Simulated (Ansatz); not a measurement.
[S3]- (S₃⁻), relaxed as a doublet with UKS r2SCAN-D4/def2-TZVPD in Ansatz, starting from the GFN2-xTB geometry. Force threshold 0.02 eV/Å.

The highest occupied level of the charge -1 doublet lies above zero (up to 0.10 eV). By energy differences its removal costs 2.62 eV (vertical, to the charge 0 singlet, at r2SCAN-D4/def2-TZVPD); a positive level beside a positive removal energy at the same level points to self-interaction error. The relaxation made no stability test and no search for a lower SCF solution.

Start:

```xyz
3

S    -0.260   -1.058   -1.323
S     0.264    0.573   -0.320
S    -0.004    0.485    1.643
```

Problem. Estimate the energy that the relaxation releases and the steps that it takes.

Solution. 0.1 kcal/mol, in 3 steps; 6.5 s on 4 threads of AMD EPYC 7B13 on a shared host. No frequencies were taken in this run, so the end may be a saddle point.

Problem. Does the start keep its bonding and symmetry?

Solution. By distances, no bond broke or formed. The bond that changes most is S2–S3, from 1.98 to 2.00 Å (atoms count from 1). Point group C2v at the start, C2v at the end, both within 0.05 Å.

Problem. Predict the relaxed structure.

Solution. 
```xyz
3

S    -0.2605   -1.0645   -1.3374
S     0.2635    0.5712   -0.3197
S    -0.0030    0.4933    1.6571
```
Bond lengths: 2 × S–S 2.00 Å.
